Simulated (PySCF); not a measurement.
Gas-phase reaction: 2 BH2 + H2 + BF3 ⇌ 3 BH2F

Method: PySCF energies plus ideal-gas RRHO corrections (1 bar). † marks an energy on the PBE0/def2-TZVP geometry and frequencies; other levels use their own. MP2 freezes the core. 6-31G* has spherical d functions here. Open shells (unrestricted): BH2 (multiplicity 2); the rest are closed-shell singlets. B3LYP is the form with VWN-RPA correlation. BH2F: computed as isolated molecules; such fragments, hydroxides, amides, oligomers or adducts are transient or little studied in the gas. MP2 isn't extrapolated to the basis-set limit.

| level | ΔH°(298 K), kJ |
|---|---|
| B3LYP/6-31G* | -445 |
| B3LYP/def2-TZVP† | -435 |
| BLYP/def2-TZVP† | ___ |
| HF/6-31G* | -341 |
| MP2/def2-SVP† | ___ |
| PBE0/def2-SVP† | -435 |
| r2SCAN/def2-TZVP† | ___ |

Q: What belongs in the gaps?

A: 
- BLYP/def2-TZVP†, ΔH°(298 K), kJ: -434
- MP2/def2-SVP†, ΔH°(298 K), kJ: -428
- r2SCAN/def2-TZVP†, ΔH°(298 K), kJ: -405
